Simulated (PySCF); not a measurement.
Structure problem from calculated spectra and properties.

Elements present: F, H and Si. Monoisotopic mass: 49.9988 u.

- Dipole: 1.41 D [KT3/pcSseg-2]
- NMR, other nuclei: isotropic shieldings of nuclei other than C and H, by class: 405 (1 F), 377 (1 Si) ppm [GIAO KT3/pcSseg-2]
- XPS: Si2p3/2 108.5, F1s 692.6, Si1s 1848.4 eV [ΔSCF SCAN, pcX-2 on the ionised atom, pcseg-1 elsewhere, spin-free X2C, 2p3/2 from a spin–orbit splitting computed afterwards within the 2p shell]
- Rotational structure: rotational constants A, B, C: 83.889, 13.842, 13.840 GHz [PBE0-D3(BJ)/def2-SVP]
- 1H NMR: chemical shifts (computed TMS as zero) by class: 5.13 (3 H) ppm [GIAO KT3/pcSseg-2]

The electronic properties come from PySCF, for the isolated species, density fitting. Levels stand in brackets. Isolated species at its PBE0-D3(BJ)/def2-SVP geometry, gas phase. NMR values are class means; diastereotopic atoms form classes of their own.

Q: Which formula fits the mass and the elements?

A: FH3Si (calculated 49.9988). No other formula that holds each of these elements comes within 0.0003 u with a fitting electron parity and a possible valence count.

Q: Propose a structure and show how it fits.

A: Its formula, FH3Si, gives 0 degrees of unsaturation, so no ring and no π bond. All hydrogens form one class (5.13 ppm): Si–H hydrogen. The other shieldings belong to: 405 ppm, silicon-bound fluorine; 377 ppm, fluorine-bound silicon. The core levels belong to: Si2p3/2 108.5 eV, fluorine-bound silicon; F1s 692.6 eV, silicon-bound fluorine; Si1s 1848.4 eV, fluorine-bound silicon. The optimised geometry has point group C3v and is a prolate symmetric top (the spread among constants that symmetry makes equal is optimisation noise). Structure: monofluorosilane, `F[SiH3]`.
